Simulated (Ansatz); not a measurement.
# C2H3N (SMILES C=C=N): functionals against CCSD(T) at one geometry

The task here is to estimate one member of a computed series from the others.

The runs use Ansatz 0.2.0, Gaussian basis; single points in def2-TZVPP.

Cores are frozen in the correlated methods.

## Starting geometry

SMILES `C=C=N`, 6 atoms, charge 0, spin multiplicity 1.

Atoms are counted from 1 here; the program's logs count them from 0.

Bond lengths: C1–C2 1.262 Å, C1–H4 1.034 Å, C1–H5 1.067 Å, C2–N3 1.268 Å, N3–H6 1.055 Å. Angles: C2–C1–H4 122.9°, C2–C1–H5 116.4°, H4–C1–H5 120.6°, C1–C2–N3 170.6°, C2–N3–H6 118.2°.

Coordinates:

```xyz
6
C2H3N
C    -0.8223    0.1067   -0.5685
C     0.1734    0.0067    0.2010
N     1.1608    0.1134    0.9898
H    -0.8462    0.7547   -1.3737
H    -1.6840   -0.4642   -0.3051
H     1.9736   -0.5465    0.8636
```

The first run:

File run/in.yaml:

```yaml
crystal:
  periodic: [false, false, false]
  atoms:
    - {symbol: C, position_ang: [-0.822300, 0.106700, -0.568500]}
    - {symbol: C, position_ang: [0.173400, 0.006700, 0.201000]}
    - {symbol: N, position_ang: [1.160800, 0.113400, 0.989800]}
    - {symbol: H, position_ang: [-0.846200, 0.754700, -1.373700]}
    - {symbol: H, position_ang: [-1.684000, -0.464200, -0.305100]}
    - {symbol: H, position_ang: [1.973600, -0.546500, 0.863600]}
basis:
  gaussian: {orbitals: def2-TZVPP}
correlation: {method: ccsd_t}
output: {forces: true}
```

The command line of these runs was not kept.

Among the steps run: CCSD(T)/def2-TZVPP; PBE0-D4/def2-TZVPP; wB97M-V/def2-TZVPP; r2SCAN-D4/def2-TZVPP; PBE-D4/def2-TZVPP; r2SCANh-D4/def2-TZVPP; B97M-V/def2-TZVPP.

One of the session's tables, all rows but one given; the rest of the session is left out.

| method | RMS force component (eV/Å) | angle to CCSD(T) forces (°) | dipole (D) |
| --- | --- | --- | --- |
| CCSD(T) | 1.853 | reference | 1.45 |
| PBE0-D4 | 1.911 | 10.4 | 1.49 |
| wB97M-V | ? | ? | ? |
| r2SCAN-D4 | 1.854 | 8.8 | 1.45 |
| PBE-D4 | 1.801 | 7.0 | 1.40 |
| r2SCANh-D4 | 1.892 | 10.3 | 1.48 |
| B97M-V | 1.864 | 10.4 | 1.43 |

Q: Estimate the row for wB97M-V from the others.

The run gave: RMS force component (eV/Å): 1.884; angle to CCSD(T) forces (°): 8.8; dipole (D): 1.52. In the column «RMS force component (eV/Å)» it lies between B97M-V (1.864) and r2SCANh-D4 (1.892).
